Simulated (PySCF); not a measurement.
CH₃Cl, charge +1, multiplicity 2. Atoms are numbered in the order given.

```xyz
5

C     -1.0860    -0.0307     0.0000
Cl     0.6370    -0.0009     0.0000
H     -1.4693    -0.4356     0.9506
H     -1.3739     1.0701     0.0000
H     -1.4693    -0.4356    -0.9506
```
Charge +1, spin multiplicity 2.

Coordinates come from a PBE-D3(BJ)/def2-TZVP optimisation. The geometry has at least one imaginary mode, so it is a saddle point at that level. The multiplicity is an assumed one; other spin states were not compared.

Computed with r2SCAN/def2-TZVPD (PySCF).

Gas-phase values at a fixed geometry.

| Quantity | Result |
|---|---|
| total energy | -499.67201 hartree |
| point group | Cs |
| α spin, highest occupied and lowest empty level | -15.87 and -7.41 eV |
| β spin, highest occupied and lowest empty level | -15.53 and -14.53 eV |
| dipole moment about the centre of nuclear charge | 2.08 D |
| mean static polarisability | 25.5 bohr³ (3.78 Å³) |
| polarisability, principal values | 19.7, 20.9, 36.0 bohr³ |
| ⟨S²⟩ | 0.755 (pure state 0.75) |
